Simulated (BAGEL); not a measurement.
# BF (SMILES [B]F) at B3LYP/def2-TZVPPD (density fitting with cc-pvqz-jkfit)

Aim: the energy change on altering one bond length of BF at B3LYP/def2-TZVPPD (density fitting with cc-pvqz-jkfit), from 2 runs. 

The calculation is run with BAGEL 1.2.2.

### 1 The system as given

BF: 2 atoms, total charge 0, spin state singlet. SMILES: `[B]F`. The shape is that of a PBE0-D4/def2-TZVP optimisation.

Bond lengths: B1–F2 1.263 Å.

### 2 A single-point energy at B3LYP/def2-TZVPPD (density fitting with cc-pvqz-jkfit)

File input.json:

```json
{ "bagel": [

{
  "title": "molecule",
  "basis": "def2-tzvppd.json",
  "df_basis": "cc-pvqz-jkfit",
  "angstrom": true,
  "geometry": [
    { "atom": "B", "xyz": [       0.000000,       0.000000,      -0.009350 ] },
    { "atom": "F", "xyz": [       0.000000,       0.000000,       1.253740 ] }
  ]
},

{ "title": "ks", "xc_func": "b3lyp" },

{ "title": "print", "file": "orbitals.molden", "orbitals": true }

]}
```

The basis set def2-TZVPPD is read from a file made from the Basis Set Exchange's data (not shown).

Command:

```
BAGEL_NUM_THREADS=1 BAGEL input.json > input.out
```

What it wrote:

```text
* using 1 threads per process

  ===============================================================
  ===============================================================

  *** Geometry ***

  { "atom" : "B", "xyz" : [      0.000000,      0.000000,     -0.017669 ] },
  { "atom" : "F", "xyz" : [      0.000000,      0.000000,      2.369225 ] },

  Number of auxiliary basis functions:      212

  Since a DF basis is specified, we compute 2- and 3-index integrals:
    o Being stored without compression. Storage requirement is 0.010 GB

  Number of basis functions:       77
  Number of electrons      :       14

    * METHOD: MOLECULE                             0.04

  *** Kohn-Sham DFT ***

    * Removing 1853 points whose weight is below 1.00e-10
    * Grid points: 27959

  === Nuclear Repulsion ===
    18.8529514763

       - DIIS with orbital gradients will be used.

  === KS iteration (b3lyp / def2-tzvppd.json) ===
      0       -108.35701811          0.20643076           0.05
      1       -101.60177685          0.15711262           0.04
      2       -113.44065824          0.18381848           0.04
      3       -121.91926050          0.09471339           0.04
      4       -124.26766653          0.04722739           0.04
      5       -124.54548982          0.03219041           0.04
      6       -124.70343067          0.01017540           0.04
      7       -124.72053635          0.00213335           0.04
      8       -124.72123756          0.00017135           0.04
      9       -124.72124544          0.00004267           0.04
     10       -124.72124584          0.00000283           0.04
     11       -124.72124584          0.00000025           0.04
     12       -124.72124584          0.00000001           0.04
     13       -124.72124584          0.00000000           0.04
    * SCF iteration converged.

    * Permanent dipole moment:
           (    0.000000,     0.000000,    -0.383112) a.u.

    * METHOD: KS                                   0.64

    * METHOD: PRINT                                0.01

  ===============================================================
```

Wall time 0.84 s (1 thread of Arm Neoverse V2, shared host).

### 3 The distorted shape at the same level

File job.json:

```json
{ "bagel" : [

{
  "title" : "molecule",
  "basis" : "def2-tzvppd.json",
  "df_basis" : "cc-pvqz-jkfit",
  "angstrom" : "true",
  "geometry" : [
    { "atom" : "B", "xyz" : [    0.000000,    0.000000,   -0.198860 ] },
    { "atom" : "F", "xyz" : [    0.000000,    0.000000,    1.253740 ] }
  ]
},
{ "title" : "ks", "xc_func" : "b3lyp" },
{ "title" : "print", "file" : "orbitals.molden", "orbitals" : "true" }

]}
```

The basis set def2-TZVPPD is read from a file made from the Basis Set Exchange's data (not shown).

Command:

```
BAGEL_NUM_THREADS=1 BAGEL job.json > job.out
```

What it wrote:

```text
* using 1 threads per process

  ===============================================================
  ===============================================================

  *** Geometry ***

  { "atom" : "B", "xyz" : [      0.000000,      0.000000,     -0.375791 ] },
  { "atom" : "F", "xyz" : [      0.000000,      0.000000,      2.369225 ] },

  Number of auxiliary basis functions:      212

  Since a DF basis is specified, we compute 2- and 3-index integrals:
    o Being stored without compression. Storage requirement is 0.010 GB

  Number of basis functions:       77
  Number of electrons      :       14

    * METHOD: MOLECULE                             0.04

  *** Kohn-Sham DFT ***

    * Removing 1673 points whose weight is below 1.00e-10
    * Grid points: 28139

  === Nuclear Repulsion ===
    16.3933460555

       - DIIS with orbital gradients will be used.

  === KS iteration (b3lyp / def2-tzvppd.json) ===
      0       -108.77889841          0.20019296           0.05
      1       -102.17119752          0.15211192           0.05
      2       -112.98147561          0.16075738           0.04
      3       -122.55933971          0.07988846           0.04
      4       -124.31995427          0.04263642           0.04
      5       -124.62910222          0.01969839           0.04
      6       -124.67331899          0.01244184           0.04
      7       -124.69929087          0.00173540           0.04
      8       -124.69979318          0.00008613           0.04
      9       -124.69979538          0.00005602           0.04
     10       -124.69979595          0.00000215           0.04
     11       -124.69979595          0.00000022           0.04
     12       -124.69979595          0.00000003           0.04
     13       -124.69979595          0.00000001           0.04
    * SCF iteration converged.

    * Permanent dipole moment:
           (    0.000000,    -0.000000,     0.029943) a.u.

    * METHOD: KS                                   0.66

    * METHOD: PRINT                                0.01

  ===============================================================
```

Wall time 0.86 s (1 thread of Arm Neoverse V2, shared host).

### 4 Results

At B3LYP/def2-TZVPPD (density fitting with cc-pvqz-jkfit):

| quantity | value |
| --- | --- |
| first shape: total energy | -124.72125 Eh |
| first shape: dipole moment | 0.97 D |
| first shape: HOMO energy | -7.85 eV |
| first shape: LUMO energy | -1.35 eV |
| first shape: HOMO–LUMO gap | 6.50 eV |
| distorted shape: total energy | -124.69980 Eh |
| distorted shape: dipole moment | 0.08 D |
| distorted shape: HOMO energy | -8.46 eV |
| distorted shape: LUMO energy | -2.18 eV |
| distorted shape: HOMO–LUMO gap | 6.28 eV |
| energy change with the B1–F2 bond stretched from 1.263 to 1.453 Å | 0.584 eV |

With the B1–F2 bond stretched from 1.263 to 1.453 Å the energy rises by 0.58 eV (13.5 kcal/mol). The first shape isn't relaxed at this level, so the change isn't measured from a minimum.
